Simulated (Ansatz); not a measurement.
For zinc-blende InAs, PBEsol (PAW; Ansatz, a first-principles code) gives:

| Property | Value |
|---|---|
| lattice constant a | 6.087 Å |
| enthalpy of formation | -0.198 eV/atom |

Question: What does r²SCAN+rVV10 (Ansatz, PAW) give for the same quantities?

Answer: 
- lattice constant a: 6.083 Å (decreases by 0.1 %)
- formation enthalpy: -0.360 eV/atom (moves by -0.162 eV/atom)

For comparison: lattice constant a 6.047 Å (measured, static lattice: zero-point anharmonic expansion removed; as tabulated in Mejia-Rodriguez and Trickey (2018), arXiv:1807.09216); formation enthalpy -0.31 eV/atom (measured, 298 K, not corrected to a static lattice; as tabulated in Zhang et al. (2018), doi:10.1038/s41524-018-0065-z).

Changes are worked out from the printed values.

Unless a cell is named, each level is at its own relaxed cell (PBEsol 28.19, r²SCAN+rVV10 28.14 Å³/atom).

Levels without +SOC leave out spin–orbit coupling, which shifts energies and cells of such heavy elements.

Ansatz's density-functional and Hartree–Fock values are scalar-relativistic unless marked +SOC, with PAW data made under PBE.
